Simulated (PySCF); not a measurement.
Input of a response calculation (the driver script's job line, then coordinates in Å):

```
{"job": {"kind": "uv", "xc": "wB97X-D", "basis": "def2-SVPD", "nstates": 8, "ntriplets": 3}, "charge": 0, "multiplicity": 1}
C     -1.463932     0.651219    -0.613607
C     -0.163767     0.399854     0.157698
N     -0.355971    -0.300568     1.420843
C      0.829187    -0.417852    -0.690486
N      2.096160    -0.675041    -0.034804
H     -1.938567    -0.294460    -0.871006
H     -1.262946     1.197151    -1.531755
H     -2.158859     1.233251    -0.010118
H      0.298662     1.365827     0.401884
H     -0.802413    -1.197232     1.250953
H     -0.961472     0.233477     2.034546
H      0.378836    -1.386357    -0.929607
H      1.025645     0.107392    -1.628694
H      1.911928    -1.114363     0.862556
H      2.563094     0.205692     0.159683
```

The program printed:

```
coarse grid: 11584 points
cycle   1  E = -229.5427880770  dE =  4.578e-01  |g| = 4.068e-01  |ddm| = 5.041e+00
cycle   2  E = -229.5599466693  dE = -1.716e-02  |g| = 3.520e-01  |ddm| = 2.269e+00
cycle   3  E = -229.5850300903  dE = -2.508e-02  |g| = 3.920e-02  |ddm| = 8.584e-01
cycle   4  E = -229.5854009359  dE = -3.708e-04  |g| = 1.398e-02  |ddm| = 1.934e-01
cycle   5  E = -229.5854556730  dE = -5.474e-05  |g| = 4.171e-03  |ddm| = 8.824e-02
cycle   6  E = -229.5854616919  dE = -6.019e-06  |g| = 7.656e-04  |ddm| = 4.676e-02
final grid: 109328 points
cycle   7  E = -229.6166428402  dE = -8.317e-05  |g| = 6.322e-03  |ddm| = 1.435e-01
cycle   8  E = -229.6166458839  dE = -3.044e-06  |g| = 5.830e-03  |ddm| = 2.145e-02
cycle   9  E = -229.6166529886  dE = -7.105e-06  |g| = 4.890e-04  |ddm| = 1.866e-02
cycle  10  E = -229.6166530671  dE = -7.847e-08  |g| = 2.915e-04  |ddm| = 5.384e-03
cycle  11  E = -229.6166530950  dE = -2.793e-08  |g| = 4.207e-05  |ddm| = 2.701e-03
cycle  12  E = -229.6166530966  dE = -1.588e-09  |g| = 1.615e-05  |ddm| = 8.950e-04
cycle  13  E = -229.6166530968  dE = -1.590e-10  |g| = 5.995e-06  |ddm| = 2.236e-04
converged SCF energy = -229.6166530968

Static polarisability (au): isotropic 56.529, principal 51.332 55.892 62.363

Singlet excitations
state   eV       nm        f      main configurations
  1   6.6499    186.4   0.01348   H->L 0.47, H->L+1 0.30, H->L+2 0.11
  2   6.7142    184.7   0.04351   H-1->L 0.75, H-1->L+3 0.15
  3   7.4728    165.9   0.01873   H->L+1 0.49, H->L 0.24, H->L+2 0.12
  4   7.7275    160.4   0.01245   H-1->L+2 0.40, H-1->L+1 0.34
  5   7.8293    158.4   0.01946   H->L+2 0.35, H->L+3 0.19, H->L 0.10
  6   8.0057    154.9   0.00423   H->L+3 0.56, H->L+2 0.21, H->L 0.10
  7   8.1871    151.4   0.00385   H-1->L+1 0.34, H-1->L+2 0.31, H-1->L+3 0.16
  8   8.2622    150.1   0.00439   H-1->L+3 0.48, H-1->L+1 0.20, H-1->L 0.14

Triplet excitations (Tamm-Dancoff, eV): 6.4900 6.5185 7.3799
```

Level of theory: TDDFT wB97X-D/def2-SVPD, vertical, gas phase, core orbitals frozen in the response (PySCF 2.14.0, density-fitted response routines). One conformer (not necessarily the lowest) at the GFN2-xTB geometry, without solvent, vibrations or thermal averaging.

(1) What transition dipole goes with state 2?

(2) What is the polarisability anisotropy, √(½[(α1 − α2)² + (α2 − α3)² + (α3 − α1)²])?

(3) Give the mean polarisability in Å³.

(4) Give the energy of state 4 in hartree, cm⁻¹ and kJ/mol.

(5) How much of the mean polarisability do the listed states account for?

(6) Which species is it?

## Answers

(1) |μ|² = 3f / (2ΔE) = 3 × 0.0435 / (2 × 0.2467) ≈ 0.265 au, so |μ| = 1.31 D.

(2) 9.60 au.

(3) 56.53 au × 0.148185 = 8.38 Å³.

(4) 0.28398 hartree, 62326 cm⁻¹, 745.6 kJ/mol.

(5) The sum over states Σ f/ΔE² (ΔE in hartree) gives 1.72 au, 3% of the total; the rest comes from higher roots of the same response equations.

(6) `C[C@@H](N)CN` (propylenediamine) (C3H10N2), point group C1.

The SCF starts on a coarse grid; the energy jumps when the final grid takes over, and dE counts afresh there. H and L stand for HOMO and LUMO.

Cost: about 60 s of CPU time on one thread; the machine was shared, so the figure is rough.

Shape of the structure used: `[CH3:1][C@@H:2]([NH2:3])[CH2:4][NH2:5]`: C1–C2–C4–N5 179°, H–N3–C2–C1 59°, H–N3–C2–C1 -60°, H–N5–C4–C2 54°, H–N5–C4–C2 -62°.

The pairwise dispersion term of wB97X-D wasn't added to the energies; at a given geometry it leaves orbitals and properties as they are.
